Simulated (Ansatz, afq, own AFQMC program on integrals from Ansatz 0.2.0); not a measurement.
## Al, quartet in cc-pVTZ, levels against full CI

A free Al atom.

Basis cc-pVTZ. Noble-gas cores (and the filled d shells of Ga–Kr and In–Xe) are frozen. AFQMC by an in-house program on the Cholesky factors that Ansatz 0.2.0 writes for its CCSD(T) run. The CISD trial takes its coefficients from CCSD amplitudes. Released means that phaseless walkers are propagated on without the constraint, phases kept. Free AFQMC starts from the CCSD state and is never constrained. Its projection time is finite, and what remains of the start isn't in its error. Error bars are statistical, one sigma.

Determinant: ROHF, the one that the program's search chose, which needn't be the lowest solution.

Full CI on the same integrals is exact in this basis and with this determinant's frozen core.

Cautions: another spin lies lower (by 3.45 eV); the ph-AFQMC/CISD walk drifts between its halves (2.5 errors).

The T1 diagnostic is 0.0038, the weight of the determinant in the CISD state is 0.981 and the size of the correlated space is 3 electrons in 29 orbitals.

Reference: full CI, correlation energy -0.393 eV. The released energy is read at 2.40 1/Eh (meV from the phaseless value at times in 1/Eh: -0.5 ± 0.7 at 0.24, -1.0 ± 0.6 at 0.51, -0.5 ± 0.6 at 0.99, -0.6 ± 0.5 at 1.62, -1.7 ± 0.6 at 2.40).

```tsv
level	E − E(reference) (kJ/mol)	share of correlation (%)
HF	37.9	0.00
MP2	14.1	62.82
CCSD	0.5	98.62
CCSD(T)	0.2	99.54
ph-AFQMC/HF	1.4 ± 0.5	96.18
ph-AFQMC/CISD	0.0 ± 0.05	99.93
released AFQMC	-0.1 ± 0.06	100.36
free AFQMC	0.0 ± 0.04	99.96
```

Free projections are given only where their last times agree within the noise and don't stop above the reference; a slow remainder of the start can still hide under it. A walk keeps the symmetry of its determinant, which the program's search chose and which needn't be the lowest solution, so a lower state of the same spin and another symmetry isn't excluded. Released energies are given only where the last usable release times agree within the noise; a slower fall can still hide under it.
